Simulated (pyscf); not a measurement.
`[NH2][In]([Cl])[Cl]` + `[H][H]` → `[NH2][InH][Cl]` + `[ClH]` (four-centre exchange; singlet surface; Cl–In, H–H broken, H–In, Cl–H formed). PySCF, gas phase, ωB97X-D3(BJ)/def2-SVP geometries. Energies in kcal/mol from the separated reactants.

| level | barrier | reaction energy |
|---|---|---|
| ωB97X-D3(BJ)/def2-TZVP | 33.7 | +23.6 |
| PBE/def2-TZVP | 27.5 | +19.9 |
| r²SCAN/def2-TZVP | 29.0 | +21.6 |
| B3LYP-D3(BJ)/def2-TZVP | ___ | ___ |
| ωB97M-D3(BJ)/def2-TZVP | 33.3 | +19.4 |
| HF/def2-TZVP | ___ | +20.5 |

Question: What belongs in the gaps?

Answer: 
- B3LYP-D3(BJ)/def2-TZVP, barrier: 32.0
- B3LYP-D3(BJ)/def2-TZVP, reaction energy: +21.1
- HF/def2-TZVP, barrier: 46.3

The functionals in the table span 6.2 kcal/mol in this barrier, from PBE to ωB97X-D3(BJ)/def2-TZVP. On the product side the descent ends in an adduct with a Cl–In contact, 8.7 kcal/mol under the separated species and 18.8 kcal/mol under the saddle at ωB97X-D3(BJ)/def2-TZVP. What is counted as broken (Cl–In) persists as a longer contact in the product adduct; parting that adduct is a step of its own. The same reactants have a lower exit, to Cl–InH–Cl + NH₃ (barrier +19.3 kcal/mol at ωB97M-D3(BJ)/def2-TZVP, against +33.3 kcal/mol here). This is the saddle that the search found; another between the same sides may lie lower. Elements past Kr carry the def2 core potentials, without spin-orbit coupling.
